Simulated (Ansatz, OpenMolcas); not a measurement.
## CHFO (formyl fluoride): the vertical energy of the triplet above the singlet from total energies

CHFO: 4 atoms, total charge 0, spin state singlet. As SMILES, `O=CF`. Geometry: relaxed at GFN2-xTB.

Both states at this one shape; open shells run unrestricted unless said. 1 Eh = 27.2114 eV.

| level | program | singlet CHFO (Eh) | triplet CHFO (Eh) |
| --- | --- | --- | --- |
| HF/STO-3G, open shells restricted | OpenMolcas | -209.826652 | -209.692743 |
| CAM-B3LYP/STO-3G | Ansatz | -210.671976 | -210.489738 |

**Question.** Work out the vertical gap, second state less first, at each level.

**Answer.** 
1. HF/STO-3G, open shells restricted: -209.692743 − (-209.826652) = 0.133909 Eh = 3.64 eV.
2. CAM-B3LYP/STO-3G: -210.489738 − (-210.671976) = 0.182238 Eh = 4.96 eV.

No measured value is set beside it here; the levels span 3.64 to 4.96 eV. Hartree–Fock favours the state with fewer electron pairs, since it lacks pair correlation. Minimal sets are far from the basis-set limit.
